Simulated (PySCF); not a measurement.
Benzene radical anion, C6H6 (charge -1 and doublet state).
Cartesian coordinates in Å at the PBE0-D3(BJ)/def2-SVP level; atoms count from 1:
```
atom  x, y, z in Å
C1    -0.797    1.145    0.028
C2    -1.423   -0.100   -0.064
C3    -0.590   -1.296   -0.098
C4     0.797   -1.145   -0.036
C5     1.424    0.100    0.055
C6     0.590    1.296    0.089
H7    -1.425    2.048    0.053
H8    -2.515   -0.173   -0.109
H9    -1.039   -2.293   -0.169
H10    1.425   -2.048   -0.061
H11    2.516    0.173    0.100
H12    1.039    2.292    0.161
```

Identity: `c1ccccc1` (benzene radical anion) [SMILES of the parent framework; charge -1 and doublet state].

Method used: UKS B3LYP, IGLO-III on C, pcH-1 on H, non-relativistic, mean-field spin-orbit, GIAO in PySCF. Whether the extra electron is bound in the gas phase wasn't checked; a finite basis holds it in any case. The geometry's basis has no diffuse functions, a weakness for an anion. The SCF solution wasn't tested for stability. No frequencies were computed at this geometry's level, so the symmetric structure isn't shown to be a minimum.

The largest Mulliken spin populations are on C5 (+0.33), C2 (+0.33), C6 (+0.33) and C3 (+0.33). Four atoms exceed +0.15.

**Question.** McConnell's relation a(H) = Q·ρ ties the coupling of a proton on a planar π carbon to the spin population of that carbon. What Q do the computed values give?

**Answer.** 
| H | C | ρ(C) | a(H) (G) | a/ρ (G) |
| --- | --- | --- | --- | --- |
| H7 | C1 | -0.113 | +1.38 | -12.2 |
| H8 | C2 | +0.332 | -8.04 | -24.2 |
| H9 | C3 | +0.328 | -7.97 | -24.3 |
| H10 | C4 | -0.113 | +1.38 | -12.2 |
| H11 | C5 | +0.332 | -8.04 | -24.2 |
| H12 | C6 | +0.329 | -7.97 | -24.3 |

A least-squares line through the origin gives Q = -23.6 G with Mulliken populations. Where ρ is negative the coupling is positive.

Couplings in gauss use g_iso = 2.0027.
